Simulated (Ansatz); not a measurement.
Species: CH$_{3}$O, SMILES `C[O]` (charge 0, multiplicity 2).

Give a relaxed geometry from Ansatz (an electronic-structure program) with PBE-D3(BJ)/def2-SVP.

the end point of this relaxation (outside a Z-matrix the atoms follow the SMILES, hydrogens last).
Z-matrix (Å, degrees):
```
C
O 1 1.3444
H 1 1.1246 2 115.47
H 1 1.1246 3 110.68 2 -133.52
H 1 1.1327 3 103.96 4 -111.03
```
